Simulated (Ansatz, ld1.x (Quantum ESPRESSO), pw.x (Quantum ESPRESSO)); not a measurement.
## gold: one change to the TM potential, in the atom and in the bcc crystal

gold (Au), norm-conserving Troullier–Martins (Kleinman–Bylander form), made with ld1.x (Quantum ESPRESSO) 7.5 (LDA (PW92), scalar-relativistic). Core [Xe] 4f14, reference 5d10 6s1 6p0. Waves: 6s (bound): rc 2.50 bohr; 5d (bound): rc 1.75 bohr; 6p (bound, empty): rc 2.80 bohr. Local part: the p channel. Core correction: none.

Change: all radii scaled by about 0.81 (s 2.02, p 2.26, d 1.42 bohr).

Cutoffs, loose and tight: the cutoffs (Ry, on a coarse ladder) from which the occupation-weighted sum of valence levels, in a spherical-Bessel basis at the reference potential, stays within 10 and 1 mRy of its value at 400 Ry. They do not see the model core or the augmentation charge, which bear on the density cutoff. Test errors are all-electron minus pseudo excitation energies from the reference, over the configurations 5d10 6s0 6p0; 5d9 6s0 6p0; 5d8 6s0 6p0; 5d9 6s1 6p0; 5d10 6s0 6p1; 5d10 6s0.5 6p0; 5d7 6s0 6p0 (two spin-polarised tests are not counted in the largest error); variants that change the core or the reference have their own tests.

Crystal test: bcc Au in pw.x 7.5, no spin, 14³ k-points, Fermi–Dirac smearing 0.01 Ry, cutoffs set for each file from its atomic test. The reference is all-electron LAPW (Ansatz 0.2.0) with the same functional, mesh and smearing; V0 and B0 come from Birch–Murnaghan fits to the pressures at five volumes. Errors are pseudo minus all-electron; Δ is the rms difference of the E(V) curves that follow from these fits, minima aligned, over ±6 % about the mean V0. Mesh and smearing are coarse, so the numbers serve the comparison and aren't converged zero-temperature values; the lattice is a test structure that the element need not adopt.

All-electron: a0 = 3.214 Å (V0 = 16.60 Å³/atom), B0 = 191.7 GPa.

Q: Does the change bring the crystal closer to the all-electron result?

A: The mean pressure error goes from +17.53 to -35.88 GPa, so the change moves the solid further from the all-electron pressures. Neither pressure curve crosses zero within the volumes sampled, so no fits are given.

| quantity | base | changed |
| --- | --- | --- |
| outcome (atom) | generated | generated |
| cutoff, loose (atom) | 45 Ry | 45 Ry |
| cutoff, tight (atom) | 60 Ry | 80 Ry |
| bound ghosts (atom) | none | s |
| largest test error (meV) (atom) | -1190 | -1096 over the solved tests; 1 of 9 tests not solved or not reliable |
| cutoffs in pw.x (Ry) | 75/300 | 100/400 |
| mean pressure error (GPa) | +17.53 | -35.88 |

Base: The largest radius (2.80 bohr) exceeds half the bond length (2.63 bohr), so the spheres overlap, which is one possible source of error among others. This is a poor potential for the solid. Changed file: This is a poor potential for the solid. Note: ghost state, extra bound levels that the all-electron valence spectrum of the same l lacks: s at -34.8 eV. A true bound ghost makes a file unfit for plane-wave use. Atomic configuration tests: 1 of 9 tests not solved or not reliable. The atomic cutoffs weigh occupied waves only.
